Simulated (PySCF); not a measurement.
Ionisation energies (eV) were calculated with PySCF 2.14 by PBE, LDA, UHF, in another order, as differences of total energies without spin-orbit coupling. The measured values are between term centres (NIST).

```csv
species,measured,A,B,C
"B⁺ (aug-cc-pVQZ-DK, spin-free X2C)",25.155,24.557,24.609,23.450
"N (aug-cc-pVQZ-DK, spin-free X2C)",14.545,15.001,14.725,13.887
"P (aug-cc-pVQZ-DK, spin-free X2C)",10.526,10.566,10.478,9.895
"Cl (aug-cc-pVQZ-DK, spin-free X2C)",12.974,13.187,12.956,11.748
"Cu (aug-cc-pVQZ-PP with ECP10MDF, ECP)",7.726,8.626,8.338,6.583
"Ge⁺ (aug-cc-pVQZ-DK, spin-free X2C)",15.789,15.890,15.764,15.255
"Br (aug-cc-pVQZ-PP with ECP10MDF, ECP)",11.844,12.026,11.748,10.708
"Sr (aug-cc-pVQZ-X2C, spin-free X2C)",5.695,5.881,5.713,4.746
```

Which column is which method?

A is LDA (mean error 0.19 eV); B is PBE (mean error 0.01 eV); C is UHF (mean error -1.00 eV). LDA overbinds the outer electron and comes out highest. PBE, with gradient corrections, lies close to experiment on average, with errors of both signs. Hartree-Fock lacks the correlation of the electron removed and comes out lowest.
